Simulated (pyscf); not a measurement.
Thermochemistry of product channels of O=Zr(OH)–OH + H• on the doublet surface, in kcal/mol, from ωB97M-D3(BJ)/def2-TZVP energies (ideal gas, 1 atm, RRHO with modes under 100 cm⁻¹ raised to 100, one conformer, R ln 2 for chiral ones without a mode under 150 cm⁻¹). PySCF, gas phase, ωB97X-D3(BJ)/def2-SVP geometries.

```csv
products,ΔE,ΔH(298 K),ΔG(600 K),ΔG(900 K)
[O–ZrH=O]• + H₂O,+53.8,+55.1,+49.9,+48.4
O [triplet] + [O=Zr–OH]• + H₂,+121.8,+120.7,+102.4,+93.7
```

These are energies of the channels, which say nothing of barriers. Left out: orbital degeneracy and the spin-orbit lowering of O. Open-shell species with a d-block atom are single-reference here; other states, and whether the spin sits on metal or ligand, were not checked. Elements past Kr carry the def2 core potentials, without spin-orbit coupling.
